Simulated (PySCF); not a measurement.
Z-matrix (Å, degrees):
```
C
O 1 1.2263
H 1 1.1063 2 120.21
C 1 1.4204 3 116.76 2 180.00
H 4 1.0833 1 121.16 3 0.00
H 4 1.0834 5 119.62 1 -180.00
```
Charge 0, spin multiplicity 2.

Question: What is the computed dipole moment, highest occupied spin orbital and total energy (PBE0-D4/def2-TZVP in PySCF 2.14.0)?

Answer: 
```yaml
dipole_moment: 2.93 D
highest_occupied_spin_orbital: -7.59 eV
total_energy: -4164.92 eV
```
